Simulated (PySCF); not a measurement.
Structure problem from calculated spectra and properties.

Elements present: C, F and H. Monoisotopic mass: 58.0219 u.

- Triplet: lowest triplet excitation (Tamm–Dancoff): 4.57 eV [TDA wB97X-D/def2-SVPD]
- Dipole: 1.22 D [wB97X-D/def2-SVPD]
- Valence photoelectron: vertical ionisation energy: 9.82 eV [ΔSCF wB97X-D/def2-SVPD]
- Rotational structure: rotational constants A, B, C: 22.943, 7.007, 5.570 GHz [PBE0-D3(BJ)/def2-SVP]
- Couplings: largest of the computed one-bond spin–spin couplings (means over like bonds): 19F–13C -497.4, 13C–1H +245.5, 13C–1H +174.3 (×2), 13C–13C +89.6, 13C–13C +21.8, 13C–13C +8.5 Hz [B3LYP/pcJ-1]
- 13C NMR: chemical shifts (computed TMS as zero) by class: 150.9 (1 C), 74.9 (1 C), 15.6 (1 C) ppm [GIAO HF/pcSseg-2]

Electronic properties: PySCF, gas phase, density fitting. Levels stand in brackets. Isolated species at its PBE0-D3(BJ)/def2-SVP geometry, gas phase. Each NMR value is the plain mean over a class of atoms that symmetry, rotation or inversion makes alike.

Task: Which formula fits the mass and the elements?

Result: C3H3F (calculated 58.0219). No other formula that holds each of these elements comes within 0.0003 u with a fitting electron parity and a possible valence count.

Task: What is the compound? Reason from the data.

Result: Numbering: `[F:1][C:2]1=[CH:3][CH2:4]1`. Its formula, C3H3F, gives 2 degrees of unsaturation: 1 ring and 1 π bond in the structure found. 3 carbons fall into 3 classes; from least to most shielded: vinylic C–F carbon [C2] (150.9 ppm), alkene CH carbon [C3] (74.9 ppm), allylic carbon [C4] (15.6 ppm). The couplings run between: -497.4 Hz, vinyl fluorine [F1] and vinylic C–F carbon [C2]; +245.5 Hz, alkene CH carbon [C3] and its hydrogen; +174.3 Hz, allylic carbon [C4] and its hydrogen (with 1 like pair); +89.6 Hz, vinylic C–F carbon [C2] and alkene CH carbon [C3]; +21.8 Hz, vinylic C–F carbon [C2] and allylic carbon [C4]; +8.5 Hz, alkene CH carbon [C3] and allylic carbon [C4]. The first electron is taken from the HOMO, whose largest Löwdin shares are 0.33 on the alkene CH carbon, 0.25 on the vinylic C–F carbon, 0.17 on the allylic carbon and 0.09 on the vinyl fluorine. The optimised geometry has point group Cs and is an asymmetric top. Structure: `FC1=CC1`. Computed isomers that give other values at the same levels: `C#CCF` (rotational constant A: 36.604 GHz; this holds for the one conformer computed); `FC1C=C1` (smallest rotational constant: 6.375 GHz; this holds for the one conformer computed). The assignments are read from this structure; whether some other isomer fits the data as well wasn't checked.
